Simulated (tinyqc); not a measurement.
UHF in the sto-3g basis, for LiH+, spin multiplicity 2, step by step. One step of it, computed by the program tinyqc.

Problem. Iteration 3: building the Fock matrix. J_ij = sum D_kl (ij|kl) with D = D(alpha) + D(beta), K_ij = sum D_kl (ik|jl) for each spin; F = H + J - K(s); E = tr D H + tr D J / 2 - 0.5 sum_s tr D(s) K(s) + E_nn.

D(alpha) after iteration 2:
```
            1Li 1s     1Li 2s    1Li 2px    1Li 2py    1Li 2pz      2H 1s
1Li 1s    0.991274   0.009041  -0.003816   0.013806  -0.012332  -0.065767
1Li 2s    0.009041   0.065903   0.010659  -0.046920   0.052923   0.213482
1Li 2px  -0.003816   0.010659   0.001752  -0.007697   0.008664   0.035035
1Li 2py   0.013806  -0.046920  -0.007697   0.033819  -0.038080  -0.153933
1Li 2pz  -0.012332   0.052923   0.008664  -0.038080   0.042888   0.173318
2H 1s    -0.065767   0.213482   0.035035  -0.153933   0.173318   0.700668
```

D(beta) after iteration 2:
```
            1Li 1s     1Li 2s    1Li 2px    1Li 2py    1Li 2pz      2H 1s
1Li 1s    0.987442   0.024832  -0.001218   0.002262   0.002006  -0.003241
1Li 2s    0.024832   0.000624  -0.000031   0.000057   0.000050  -0.000081
1Li 2px  -0.001218  -0.000031   0.000002  -0.000003  -0.000002   0.000004
1Li 2py   0.002262   0.000057  -0.000003   0.000005   0.000005  -0.000007
1Li 2pz   0.002006   0.000050  -0.000002   0.000005   0.000004  -0.000007
2H 1s    -0.003241  -0.000081   0.000004  -0.000007  -0.000007   0.000011
```

core Hamiltonian H = T + V (hartree):
```
            1Li 1s     1Li 2s    1Li 2px    1Li 2py    1Li 2pz      2H 1s
1Li 1s   -4.603475  -1.032176   0.000000   0.000000  -0.005736  -0.022100
1Li 2s   -1.032176  -1.299460   0.000000   0.000000  -0.065366  -0.231297
1Li 2px   0.000000   0.000000  -1.057194   0.000000   0.000000   0.000000
1Li 2py   0.000000   0.000000   0.000000  -1.057194   0.000000   0.000000
1Li 2pz  -0.005736  -0.065366   0.000000   0.000000  -1.102047  -0.340400
2H 1s    -0.022100  -0.231297   0.000000   0.000000  -0.340400  -1.058720
```

Two-electron integrals (ij|kl) in chemists' order, unique and non-zero (hartree):
```
(11|11) 1.680395   (21|11) 0.265420   (21|21) 0.049941   (22|11) 0.397727
(22|21) 0.092860   (22|22) 0.290562   (31|31) 0.008981   (32|31) 0.013788
(32|32) 0.064184   (33|11) 0.396640   (33|21) 0.092880   (33|22) 0.290497
(33|33) 0.312946   (41|41) 0.008981   (42|41) 0.013788   (42|42) 0.064184
(43|43) 0.016869   (44|11) 0.396640   (44|21) 0.092880   (44|22) 0.290497
(44|33) 0.279207   (44|44) 0.312946   (51|51) 0.008981   (52|51) 0.013788
(52|52) 0.064184   (53|53) 0.016869   (54|54) 0.016869   (55|11) 0.396640
(55|21) 0.092880   (55|22) 0.290497   (55|33) 0.279207   (55|44) 0.279207
(55|55) 0.312946   (61|11) 0.004953   (61|21) 0.000959   (61|22) 0.001893
(61|33) 0.001863   (61|44) 0.001863   (61|51) 0.000149   (61|52) 0.000301
(61|55) 0.001956   (61|61) 0.000022   (62|11) 0.042020   (62|21) 0.010075
(62|22) 0.037956   (62|33) 0.035663   (62|44) 0.035663   (62|51) 0.001422
(62|52) 0.012039   (62|55) 0.042501   (62|61) 0.000249   (62|62) 0.012331
(63|31) 0.000401   (63|32) 0.002610   (63|53) 0.001349   (63|63) 0.000467
(64|41) 0.000401   (64|42) 0.002610   (64|54) 0.001349   (64|64) 0.000467
(65|11) 0.061954   (65|21) 0.014893   (65|22) 0.056899   (65|33) 0.053138
(65|44) 0.053138   (65|51) 0.002190   (65|52) 0.018762   (65|55) 0.064357
(65|61) 0.000373   (65|62) 0.019362   (65|65) 0.030468   (66|11) 0.197378
(66|21) 0.047593   (66|22) 0.193372   (66|33) 0.179519   (66|44) 0.179519
(66|51) 0.005732   (66|52) 0.063151   (66|55) 0.220770   (66|61) 0.001158
(66|62) 0.086596   (66|65) 0.137972   (66|66) 0.774606
```

nuclear repulsion = 0.59214160 hartree

Give: Coulomb J; exchange K(alpha); exchange K(beta); F(alpha); F(beta); total energy of this density.

Solution.

Coulomb J (hartree):
```
          1Li 1s   1Li 2s  1Li 2px  1Li 2py  1Li 2pz    2H 1s
1Li 1s    3.5776   0.5847   0.0002  -0.0011   0.0066   0.0112
1Li 2s    0.5847   1.0066   0.0014  -0.0064   0.0624   0.1633
1Li 2px   0.0002   0.0014   0.9916  -0.0003   0.0004   0.0001
1Li 2py  -0.0011  -0.0064  -0.0003   0.9927  -0.0017  -0.0005
1Li 2pz   0.0066   0.0624   0.0004  -0.0017   1.0287   0.2494
2H 1s     0.0112   0.1633   0.0001  -0.0005   0.2494   1.0564
```

exchange K(alpha) (hartree):
```
          1Li 1s   1Li 2s  1Li 2px  1Li 2py  1Li 2pz    2H 1s
1Li 1s    1.6744   0.2746  -0.0003   0.0002   0.0008   0.0053
1Li 2s    0.2746   0.1031   0.0047  -0.0211   0.0553   0.1237
1Li 2px  -0.0003   0.0047   0.0171  -0.0023   0.0045   0.0072
1Li 2py   0.0002  -0.0211  -0.0023   0.0266  -0.0197  -0.0315
1Li 2pz   0.0008   0.0553   0.0045  -0.0197   0.0788   0.1644
2H 1s     0.0053   0.1237   0.0072  -0.0315   0.1644   0.6316
```

exchange K(beta) (hartree):
```
          1Li 1s   1Li 2s  1Li 2px  1Li 2py  1Li 2pz   2H 1s
1Li 1s    1.6725   0.2731  -0.0005   0.0009   0.0006  0.0054
1Li 2s    0.2731   0.0540  -0.0001   0.0003   0.0002  0.0011
1Li 2px  -0.0005  -0.0001   0.0096   0.0000   0.0000  0.0000
1Li 2py   0.0009   0.0003   0.0000   0.0096   0.0000  0.0000
1Li 2pz   0.0006   0.0002   0.0000   0.0000   0.0096  0.0002
2H 1s     0.0054   0.0011   0.0000   0.0000   0.0002  0.0000
```

F(alpha) (hartree):
```
          1Li 1s   1Li 2s  1Li 2px  1Li 2py  1Li 2pz    2H 1s
1Li 1s   -2.7002  -0.7220   0.0006  -0.0014   0.0001  -0.0162
1Li 2s   -0.7220  -0.3960  -0.0033   0.0147  -0.0583  -0.1917
1Li 2px   0.0006  -0.0033  -0.0827   0.0020  -0.0041  -0.0071
1Li 2py  -0.0014   0.0147   0.0020  -0.0911   0.0180   0.0311
1Li 2pz   0.0001  -0.0583  -0.0041   0.0180  -0.1522  -0.2554
2H 1s    -0.0162  -0.1917  -0.0071   0.0311  -0.2554  -0.6339
```

F(beta) (hartree):
```
          1Li 1s   1Li 2s  1Li 2px  1Li 2py  1Li 2pz    2H 1s
1Li 1s   -2.6983  -0.7206   0.0007  -0.0021   0.0003  -0.0163
1Li 2s   -0.7206  -0.3469   0.0015  -0.0066  -0.0032  -0.0691
1Li 2px   0.0007   0.0015  -0.0752  -0.0003   0.0004   0.0001
1Li 2py  -0.0021  -0.0066  -0.0003  -0.0741  -0.0017  -0.0005
1Li 2pz   0.0003  -0.0032   0.0004  -0.0017  -0.0829  -0.0912
2H 1s    -0.0163  -0.0691   0.0001  -0.0005  -0.0912  -0.0023
```

total energy of this density = -7.592837 hartree
